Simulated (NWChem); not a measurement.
Molecule: propyne (C$_{3}$H$_{4}$); SMILES C#CC

Results from NWChem. Pople sets run with spherical d functions. Each level has its own optimisation; frequencies are unscaled. Brackets give each atom's bonded neighbours.

```csv
level,r C–C [C(CC)–C(CHHH)] (Å),r C–H [C(CHHH)–H(C)] (Å),r C–C [C(CC)–C(CH)] (Å),r C–H [C(CH)–H(C)] (Å),highest harmonic frequency (cm⁻¹),lowest (cm⁻¹),zero-point energy (kcal/mol),dipole (D)
Hartree-Fock/STO-3G,1.484,1.088,1.170,1.064,3951,426,41.9,0.50
Hartree-Fock/3-21G,1.466,1.084,1.188,1.050,3665,419,38.2,0.71
Hartree-Fock/6-31G*,1.468,1.084,1.187,1.056,3663,392,37.7,0.64
B3LYP/6-31G*,1.460,1.097,1.207,1.066,3497,___,35.0,0.69
"LDA (Slater exchange, VWN5)/def2-SVP",1.441,1.112,1.219,1.084,3398,356,33.8,0.87
PBE/def2-SVP,1.457,1.110,1.222,1.081,3410,339,33.8,0.82
BLYP/def2-SVP,1.465,1.110,1.222,1.079,3398,339,33.8,0.78
PBE0/def2-SVP,1.454,1.101,1.211,1.074,3493,356,35.0,0.79
```

Task: What belongs in the gaps?

Result: 
- B3LYP/6-31G*, lowest (cm⁻¹): 346
